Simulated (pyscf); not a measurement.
**Routes from `[OH][PH][O][SiH3]` + `[H][H]`**

Candidate steps break at most two bonds and form at most two. Each was searched with GFN2-xTB (tblite) first. Single points on ωB97X-D3(BJ)/def2-SVP structures (PySCF, gas phase). Energies: ωB97M-D3(BJ)/def2-TZVP, kcal/mol, from the separated reactants, singlet surface; ΔG‡ with ideal gas, 1 atm, RRHO with modes under 100 cm⁻¹ raised to 100, one conformer, R ln 2 for chiral ones without a mode under 150 cm⁻¹.

| products | type | ΔE‡ | ΔE | ΔG‡ 298 K | ΔG‡ 900 K | ν‡ (cm⁻¹) |
|---|---|---|---|---|---|---|
| HO–PH–OH + SiH₄ | four-centre exchange | 54.2 | +18.0 | 63.2 | 81.3 | 1288i |
| H₃Si–O–PH₂ + H₂O | four-centre exchange | 58.8 | +5.8 | 67.8 | 86.5 | 1198i |

Plain bond fissions and candidates not yet searched are not listed, and one of them may be faster. Each barrier is that of the saddle found; lower ones may exist.
